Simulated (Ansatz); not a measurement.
Program: Ansatz. Geometries: PBE0-D4/def2-TZVP. ΔE: electronic, gas phase. CCSD(T)/CBS adds triple-zeta CCSD(T) − MP2 to the extrapolated MP2 energy (def2 sets, frozen cores). This one scheme is used for every species. Each species was taken in one conformer, which may not be the lowest.

`O=CC=O` + `N#CO` → `N#COC=O` + `C=O`  (substitution at a C–C bond)

```json
{"species": "`O=CC=O`", "HF/def2-SVP energy (Eh)": "-226.41401"}
{"species": "`N#CO`", "HF/def2-SVP energy (Eh)": "-167.59361"}
{"species": "`N#COC=O`", "HF/def2-SVP energy (Eh)": "-280.23121"}
{"species": "`C=O`", "HF/def2-SVP energy (Eh)": "-113.77914"}
```

**Question.** Work out ΔE.

**Answer.** ΔE = (-280.23121) + (-113.77914) − (-226.41401) − (-167.59361) = -0.00273 Eh = -0.07 eV. CCSD(T)/CBS gives -0.02 eV.

Largest T1 diagnostic among the species: 0.017.

Leaving LDA and LC-ωPBE aside and taking each functional with its dispersion term where it has one, the values, not all of them listed here, spread over 0.08 eV, from BLYP-D4 to BHLYP-D4. From BLYP to BHLYP (50 % exact exchange), in def2-TZVPP and without D4, ΔE moves by +0.08 eV.
